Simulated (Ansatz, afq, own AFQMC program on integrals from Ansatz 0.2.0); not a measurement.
Two steps: Ansatz 0.2.0 writes the Fock matrix and Cholesky factors of the valence space, and afq projects on them the lowest state that overlaps trial and start.

```yaml
crystal:
  periodic: [false, false, false]
  atoms:
    - {symbol: Si, position_ang: [0.019764, -0.033481, 0.000077]}
    - {symbol: H, position_ang: [1.491707, -0.019254, -0.000019]}
    - {symbol: H, position_ang: [-1.338540, 2.267511, -0.005196]}
    - {symbol: H, position_ang: [-0.703885, -1.315331, 0.003078]}
basis:
  gaussian: {orbitals: cc-pVDZ}
total_charge: 1
magnetization: {spin_polarized: false}
correlation: {method: ccsd_t, electrons: outside_noble_gas, hamiltonian_folder: ham}
```

```sh
$ ansatz run in.yaml --threads 1 --pin off --events-out ev --progress --plain --max-ram 24576MiB --backend cuda --devices 0, --max-vram 18GiB
```

Options of the walk:

```
--method phaseless --trial hf --walkers 4000 --populations 20 --least-time 40 --time-step 0.005 --steps-per-block 20 --equilibration-blocks 160 --max-blocks 4000 --target-error 0.00145 --factor-cut 1e-05 --seed 2529 --taylor-order 6
```

Times are imaginary, in 1/Eh. The walk had a cap of 49 s. With eight or more populations the least sampling time is a fifth of least-time, and the error comes from their spread.

Output of the walk:

```
orbitals 28  electrons 3 3  factors 190 of 314
reference energy -290.19379876 Eh
CCSD correlation -0.14166940 Eh in 12 cycles, weight of the determinant in the CISD state 0.8253
energy of the start -290.193799 Eh
 block  time / (1/Eh)  mean weight  energy / Eh
     1     0.100  1.0003  -290.211906
     2     0.200  1.0003  -290.226828
     3     0.300  1.0005  -290.239153
     4     0.400  1.0005  -290.249339
     5     0.500  1.0007  -290.258022
     7     0.700  1.0004  -290.269897
     9     0.900  1.0003  -290.280943
    13     1.300  1.0002  -290.295832
    25     2.500  1.0000  -290.316665
    37     3.700  1.0004  -290.324931
    49     4.900  1.0000  -290.329555
    61     6.100  1.0003  -290.331728
    73     7.300  1.0002  -290.332148
    85     8.500  1.0002  -290.331370
    97     9.700  0.9999  -290.330064
   109    10.900  1.0002  -290.333843
   121    12.100  1.0000  -290.332273
   133    13.300  1.0001  -290.340349
   145    14.500  1.0002  -290.333136
   157    15.700  1.0001  -290.331109
   169    16.900  0.9999  -290.334099
   181    18.100  1.0001  -290.335213
   193    19.300  1.0001  -290.332932
   205    20.500  1.0002  -290.331651
   217    21.700  1.0002  -290.333730
   229    22.900  0.9998  -290.331340
   235    23.500  1.0000  -290.329392
error from the spread of 20 populations
energy -290.333738 +/- 0.001221 Eh
(rows thinned)
```

The run passed its tests (sampling time, drift between the halves within three errors, error under three times the target), which doesn't prove that it has relaxed. The second half of the sampling lies above the first by 1.7 errors of their difference, so the energy may still be moving and its error bar be too small.

Against this walk (error 33.2 meV) on the same determinant: CCSD(T) 172.1 meV lower, CCSDT(Q) 212.5 meV lower, CCSDTQ 214.1 meV lower, full CI 214.1 meV lower, a separate phaseless walk with a CISD trial and standard settings 167.2 ± 33.4 meV lower. The error is statistical and leaves out the bias of the constraint. Full CI is exact here, so the walk's 214 meV above it is the walk's own error: the bias of the constraint with this trial, or a walk that hasn't relaxed.

Cautions: constraint bias not in the error; restricted determinant unstable towards unrestricted (UHF 1.16 eV lower, ⟨S²⟩ 0.81); strong correlation (T1 0.028, weight of the determinant 0.83, largest double 0.36); the CCSD(T) amplitudes may be one of several solutions (largest double 0.36); the CCSDT(Q) amplitudes may be one of several solutions (largest double 0.40); the CCSDTQ amplitudes may be one of several solutions (largest double 0.40).

The walk took 27 s on 1 × NVIDIA H100 80GB HBM3 with 2 threads of AMD EPYC 7R13 Processor (Zen 3), with other jobs on the host (the card was shared). The log's last line is the phaseless energy.

CCSDT and higher add their correlation energy to the determinant of the CCSD(T) run, since their own runs factorise the integrals more tightly (a shift of under 2 meV). A walk keeps the symmetry of its determinant, which the program's search chose and which needn't be the lowest solution, so a lower state of the same spin and another symmetry isn't excluded.
